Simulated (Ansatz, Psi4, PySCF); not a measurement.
Species: isobutene, C₄H₈ (charge 0, singlet). SMILES: CC(=C)C
Structure (B3LYP-D3(BJ)/def2-TZVP (Ansatz, a quantum-chemistry and plane-wave program) minimum search):
```xyz
12

C      0.0065     0.0014     1.4542
C      0.0006     0.0001     0.1241
H      0.0048     0.9250     2.0197
H      0.0131    -0.9212     2.0214
C     -0.0087     1.2699    -0.6778
H     -0.0098     2.1526    -0.0389
H      0.8653     1.3203    -1.3345
H     -0.8890     1.3125    -1.3267
C      0.0027    -1.2712    -0.6754
H      0.0095    -2.1526    -0.0350
H     -0.8771    -1.3229    -1.3243
H      0.8771    -1.3150    -1.3320
```
Charge 0, spin multiplicity 1.

Quantity: vertical triplet-singlet gap, E(triplet) - E(singlet), in eV. Conventions: open shells spin-unrestricted; each state is the SCF solution reached for its charge and spin; non-relativistic; six Cartesian d functions in 6-31G* and its kin unless marked 5d; 6-311+G** with 5d; spin-orbit terms left out; dispersion terms only where a functional's name holds one; frozen cores in correlated levels. Ab initio and DFT rows: single points at B3LYP-D3(BJ) geometries (Ansatz). Levels can end on unlike triplets.

```tsv
level	program	vertical triplet-singlet gap, E(triplet) - E(singlet) (eV)
HF/6-31G*	Ansatz	3.52
HF/6-311+G**	Ansatz	3.50
PBE/6-31G*	Ansatz	4.52
PBE/6-311+G**	Ansatz	4.40
B3LYP/STO-3G	Ansatz	4.96
B3LYP/3-21G	Ansatz	4.62
B3LYP/6-31G*	Ansatz	4.49
B3LYP/6-311+G**	Ansatz	4.39
M06-2X/6-31G* (5d)	PySCF	4.64
wB97X-D/6-31G*	Psi4	4.51
MP2/6-31G*	Ansatz	4.75
MP2/6-311+G**	Ansatz	4.70
wB97M-V/def2-TZVPD	Ansatz	4.56
wB97X-V/def2-TZVPD	Ansatz	4.52
```

No value to compare with is used here. The 12 habitual levels span 3.50 (HF/6-311+G**) to 4.96 eV (B3LYP/STO-3G); wB97X-V/def2-TZVPD gives 4.52.

The levels are drawn from those run, B3LYP/6-31G* more often than the rest, none by its result; runs whose electronic state is in doubt are left out.
